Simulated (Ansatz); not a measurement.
# C₅H₇F: a ladder of functionals and wavefunction methods

An exercise on one series of results from a longer session: the logs are not shown, and one member is left open.

The runs use Ansatz 0.2.0, Gaussian basis; functionals in def2-TZVPP, the program's frozen cores in correlated methods.

The runs, in order: PBE-D4, r2SCAN-D4, PBE0-D4, B3LYP-D4, ωB97X-V, ωB97M-V, B2PLYP; CCSD(T)/def2-TZVPP; MP2/def2-QZVPP; extrapolation to the limit.

### The geometry

An earlier PBE0-D4 in a triple-zeta def2 set relaxation fixed the geometry.

SMILES `CC=C=C(C)F`, 13 atoms, charge 0, spin multiplicity 1.

Atoms are counted from 1 here; the program's logs count them from 0.

Bond lengths: C1–C2 1.496 Å, C1–H7 1.094 Å, C1–H8 1.094 Å, C1–H9 1.090 Å, C2–C3 1.302 Å, C2–H10 1.091 Å, C3–C4 1.302 Å, C4–C5 1.483 Å, C4–F6 1.356 Å, C5–H11 1.094 Å, C5–H12 1.089 Å, C5–H13 1.094 Å. Angles: C2–C1–H7 110.4°, C2–C1–H8 110.5°, C2–C1–H9 111.4°, H7–C1–H8 106.9°, H7–C1–H9 108.7°, H8–C1–H9 108.8°, C1–C2–C3 125.2°, C1–C2–H10 116.5°, C3–C2–H10 118.4°, C2–C3–C4 178.4°, C3–C4–C5 127.8°, C3–C4–F6 119.8°, C5–C4–F6 112.4°, C4–C5–H11 110.3°, C4–C5–H12 110.4°, C4–C5–H13 110.3°, H11–C5–H12 109.0°, H11–C5–H13 107.7° and more.

Set-up of the first run:

The input, in.yaml:

```yaml
crystal:
  periodic: [false, false, false]
  atoms:
    - {symbol: C, position_ang: [-0.956550, 1.656256, -1.392082]}
    - {symbol: C, position_ang: [-0.252298, 1.389959, -0.099787]}
    - {symbol: C, position_ang: [-0.123677, 0.219892, 0.456962]}
    - {symbol: C, position_ang: [0.034687, -0.955608, 0.993081]}
    - {symbol: C, position_ang: [1.149014, -1.909836, 0.777620]}
    - {symbol: F, position_ang: [-0.889922, -1.428447, 1.865565]}
    - {symbol: H, position_ang: [-1.783704, 2.355886, -1.239246]}
    - {symbol: H, position_ang: [-0.275369, 2.120436, -2.111648]}
    - {symbol: H, position_ang: [-1.352243, 0.738182, -1.825358]}
    - {symbol: H, position_ang: [0.177143, 2.254825, 0.407021]}
    - {symbol: H, position_ang: [0.767545, -2.856627, 0.384822]}
    - {symbol: H, position_ang: [1.870802, -1.498408, 0.073738]}
    - {symbol: H, position_ang: [1.654971, -2.121213, 1.724011]}
basis:
  gaussian: {orbitals: def2-TZVPP}
hamiltonian: {xc: pbe, dispersion: d4}
output: {forces: true, orbitals: {seedname: orbitals}}
```

The run is started by

```sh
$ ansatz run in.yaml --threads 4 --pin off --events-out ev --progress --plain --max-ram 10444MiB
```

Steps of the session up to this table: PBE-D4 (GGA); r2SCAN-D4 (meta-GGA); PBE0-D4 (hybrid); B3LYP-D4 (hybrid); ωB97X-V (range-separated); ωB97M-V (range-separated); B2PLYP (double hybrid); CCSD(T) in def2-TZVPP; MP2 in def2-QZVPP.

One of the session's tables, all rows but one given; the rest of the session is left out.

| method | atomisation energy (kJ/mol) |
| --- | --- |
| PBE-D4 | 5636.7 |
| r2SCAN-D4 | 5489.6 |
| PBE0-D4 | 5520.1 |
| B3LYP-D4 | ? |
| ωB97X-V | 5456.7 |
| ωB97M-V | 5473.0 |
| B2PLYP | 5417.4 |
| HF/def2-TZVPP | 4023.4 |
| MP2/def2-TZVPP | 5424.3 |
| CCSD/def2-TZVPP | 5233.6 |
| CCSD(T)/def2-TZVPP | 5320.8 |
| MP2/CBS | 5548.2 |
| CCSD(T)/CBS | 5444.8 |

Q: Estimate the row for B3LYP-D4 from the others.

As computed: atomisation energy (kJ/mol): 5472.1. In the column «atomisation energy (kJ/mol)» it lies between ωB97X-V (5456.7) and ωB97M-V (5473.0).

Limits of these values: Free atoms (5 C, 1 F, 7 H) were run apart at each level; the atomisation energy is their sum less the molecule, without zero-point or spin-orbit terms.
